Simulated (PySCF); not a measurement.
# Solvent effects on NMR parameters

Geometry (Å), atoms numbered from 1 in this order:
```xyz
11

C    -1.3511   -0.3842   -0.0894
C     0.1525   -0.4315   -0.3510
C     0.8258    0.8746   -0.0875
P     2.0340    1.2773    0.9979
H    -1.8410    0.3910   -0.6992
H    -1.5585   -0.1577    0.9674
H    -1.8225   -1.3488   -0.3315
H     0.3228   -0.7026   -1.4103
H     0.6209   -1.2244    0.2539
H     0.4487    1.7132   -0.6936
H     2.2065   -0.0335    1.5664
```

GIAO PBE0/pcSseg-1 in PySCF 2.14 on one PBE0-D3(BJ)/def2-SVP conformer, non-relativistic, equivalent nuclei averaged. Solvents enter as an IEF-PCM continuum (chloroform with ε = 4.7, dimethylsulfoxide with ε = 46.8) around the gas-phase geometry. Shifts are referred to TMS computed in the same medium.

Gas phase, δ in ppm: C3 217.9, C2 44.0, C1 17.6, H10 8.72, H11 6.29, H8/H9 2.67, H5/H6/H7 1.08. Dipole moment 1.77 D.

(1) How does each δ change in the continuum?

(2) Which of the listed nuclei move most (in ppm), and what does the model miss?

Answers

(1) 
```tsv
atoms	environment	Δδ, chloroform	Δδ, dimethylsulfoxide
C3	carbon bonded to C, P, H	+5.5	+7.9
C2	carbon bonded to 2 C, 2 H	+0.9	+1.2
C1	carbon bonded to C, 3 H	+0.2	+0.3
H10	hydrogen on a carbon bonded to C, P	+0.25	+0.36
H11	hydrogen on a phosphorus bonded to C	+0.01	+0.03
H8/H9	hydrogen on a carbon bonded to 2 C	+0.09	+0.13
H5/H6/H7	hydrogen on a carbon bonded to C	+0.03	+0.04
```

Changes are relative to the gas phase. The dipole moment becomes 2.22 D in chloroform, 2.41 D in dimethylsulfoxide.

(2) C3 (carbon bonded to C, P, H, +7.9 ppm) in dimethylsulfoxide. A continuum only polarises the solute; specific hydrogen bonds, the anisotropy of aromatic solvents and changes of geometry or conformer are outside it.
